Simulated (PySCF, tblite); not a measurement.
Isomers of C3H7OP. Method: GFN2-xTB as coded in tblite; computed harmonic values from a numerical Hessian at the method's own geometry, unscaled. The method is semi-empirical: single wavenumbers can be off by several per cent or more. Modes of hydrogen on phosphorus can be 10 to 20 % off. One conformer each.

Electronic energies: PBE0/pcSseg-1 single points on the GFN2-xTB geometries (PySCF, gas phase).

```
       SMILES  electronic energy, lowest = 0 (kJ/mol)
[H]/P=C(\C)OC                                    74.9
     CPC(C)=O                                     0.0
       C=PCOC                                   134.6
```

How do GFN2-xTB zero-point energies change the relative energies?

```tsv
SMILES	ZPE (kJ/mol)	of it from modes above 1550 cm⁻¹	electronic (kJ/mol)	with ZPE, lowest = 0 (kJ/mol)	lowest mode (cm⁻¹)	rings
CPC(C)=O	240.3	132.5	0.0	0.0	60	0
[H]/P=C(\C)OC	243.8	121.1	74.9	78.3	13	0
C=PCOC	245.6	124.5	134.6	139.8	65	0
```

The zero-point energies span 5.3 kJ/mol, from `CPC(C)=O` to `C=PCOC`. The order is unchanged.

And how do the electronic energies of GFN2-xTB itself compare?

`CPC(C)=O` 0.0; `[H]/P=C(\C)OC` 23.2; `C=PCOC` 94.8 kJ/mol, lowest = 0. Against the energies above, taken from the same isomer `CPC(C)=O`, the largest difference is 51.7 kJ/mol.
